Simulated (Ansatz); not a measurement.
# AlClH5P: the cost of one run

Method: RKS revPBE-D4/def2-SVP, in Ansatz 0.2.0.

1 further run of the same task is left out (it didn't finish).

## Step 1: The starting structure

Bond lengths: Al1–Cl2 2.580 Å, Al1–H3 1.560 Å, Al1–H4 1.560 Å, Al1–P5 2.580 Å, P5–H6 1.420 Å, P5–H7 1.420 Å, Cl2–H8 1.544 Å, P5–H8 1.607 Å. Angles: Al1–Cl2–H8 71.1°, Cl2–Al1–H3 120.0°, Cl2–Al1–H4 120.0°, Cl2–Al1–P5 71.6°, H3–Al1–H4 120.0°, H3–Al1–P5 97.0°, H4–Al1–P5 101.2°, Al1–P5–H6 109.5°, Al1–P5–H7 109.5°, Al1–P5–H8 70.5°, H6–P5–H7 109.4°, H6–P5–H8 145.3°, H7–P5–H8 102.6°, Cl2–H8–P5 146.8°.

As a file:

```xyz
8

Al    0.0000    0.0000    0.0000
Cl    0.0000    0.0000    2.5800
H     1.3510    0.0000   -0.7800
H    -1.3510    0.0000   -0.7800
P     0.1078   -2.4460    0.8135
H    -0.6605   -3.2680   -0.0528
H     1.4574   -2.8876    0.8103
H     0.0643   -1.4594    2.0809
```

## Step 2: Pulling towards end A

Springs on the bonds that form and break draw the guess towards this end; the thresholds are loose.

input.yaml

```yaml
crystal:
  periodic: [false, false, false]
  atoms:
    - { symbol: Al, position_ang: [0.0, 0.0, 0.0] }
    - { symbol: Cl, position_ang: [0.0, 0.0, 2.58] }
    - { symbol: H, position_ang: [1.351, 0.0, -0.78] }
    - { symbol: H, position_ang: [-1.351, 0.0, -0.78] }
    - { symbol: P, position_ang: [0.1078, -2.446, 0.8135] }
    - { symbol: H, position_ang: [-0.6605, -3.268, -0.0528] }
    - { symbol: H, position_ang: [1.4574, -2.8876, 0.8103] }
    - { symbol: H, position_ang: [0.0643, -1.4594, 2.0809] }
basis:
  gaussian: { orbitals: def2-SVP }
hamiltonian:
  xc: revpbe
  dispersion: d4
relax:
  f_tol: 0.15
  max_steps: 25
  restrain:
    - { distance: [0, 4], at: 3.48, k: 30.0 }
    - { distance: [7, 1], at: 2.57, k: 30.0 }
    - { distance: [0, 1], at: 2.23, k: 30.0 }
    - { distance: [7, 4], at: 1.42, k: 30.0 }
```

Run with:

```
$ ansatz run input.yaml --threads 2 --pin off --max-ram 3072MiB --backend cpu --events-out ev --progress --plain --runs-dir out
```

What time and memory should one allow on 2 threads of Arm Neoverse V1, shared host?

About 14 s, with a peak of 0.14 GiB.
